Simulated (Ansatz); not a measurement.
`NCF` and `FCF` differ in one atom or group.

Ansatz, PBE0-D4/def2-TZVP geometries, multiplicity 1. Each molecule was computed in one conformer, which needn't be the lowest.

```
                             property  `NCF`
    LUMO energy (PBE/def2-TZVPP) / eV   0.33
LUMO energy (ωB97M-V/def2-TZVPP) / eV   2.54
    HOMO energy (PBE/def2-TZVPP) / eV  -6.40
   LUMO energy (PBE0/def2-TZVPP) / eV   1.16
   HOMO energy (PBE0/def2-TZVPP) / eV  -7.96
 HOMO–LUMO gap (PBE0/def2-TZVPP) / eV   9.13
```

What does the change do to each property? (Best estimate.)

Ansatz gave: 
| property | `FCF` | shift |
| --- | --- | --- |
| LUMO energy (PBE/def2-TZVPP) / eV | 0.93 | 0.60 |
| LUMO energy (ωB97M-V/def2-TZVPP) / eV | 3.26 | 0.72 |
| HOMO energy (PBE/def2-TZVPP) / eV | -8.03 | -1.63 |
| LUMO energy (PBE0/def2-TZVPP) / eV | 1.77 | 0.61 |
| HOMO energy (PBE0/def2-TZVPP) / eV | -9.88 | -1.92 |
| HOMO–LUMO gap (PBE0/def2-TZVPP) / eV | 11.66 | 2.53 |

With PBE0 the HOMO falls by 1.92 eV and the LUMO rises by 0.61 eV, so the gap widens by about 2.53 eV. PBE moves the HOMO by -1.63 eV and ωB97M-V by -1.94 eV. The zero-point energy changes by -65.7 kJ/mol with -6 modes.
